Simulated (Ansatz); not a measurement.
C₂H₇NS₂, SMILES `CC(N)(S)S`. Charge 0, multiplicity 1.

Cartesian coordinates in Å:
```
C -1.104 0.621 0.037
C 0.231 -0.106 -0.071
N 0.571 -0.925 1.071
S 0.107 -1.176 -1.543
S 1.623 1.079 -0.174
H -1.913 -0.107 0.148
H -1.309 1.232 -0.844
H -1.092 1.271 0.914
H -0.046 -1.726 1.118
H 0.489 -0.389 1.928
H 1.363 -1.642 -1.468
H 1.080 1.869 -1.114
```

(1) Give the diagnostics of a CCSD(T)/def2-TZVPP run (frozen core, Ansatz 0.2.0). (An estimate is asked.)

Answers

(1) The calculation gave: T1 = 0.0107, largest single amplitude 0.009, largest double 0.018, (T) share of the correlation energy 4.3 %, 9 CCSD cycles. The RHF solution is stable towards an unrestricted one. T1 lies under the customary mark of 0.02 for closed shells.
